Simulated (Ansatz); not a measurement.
We consider graphite, described by r²SCAN-D4 (plane waves, PAW; Ansatz, a program for electronic structure).

Numerical settings: plane-wave cutoff 560 eV, 24×24×8 k mesh (along the axes of the cell as run), Fermi–Dirac smearing 0.05 eV, scalar-relativistic PAW data made under PBE.

Properties against volume:

Shape and atoms are relaxed at each volume.

```tsv
V (Å³/atom)	P (GPa)	c (Å)	a (Å)
8.447	1.74	6.502	2.450
8.623	0.77	6.627	2.452
8.799	0.00	6.753	2.453
8.975	-0.62	6.880	2.454
9.150	-1.08	7.009	2.456
```

Note: the bulk modulus comes from volumes at which shape and atoms were relaxed.
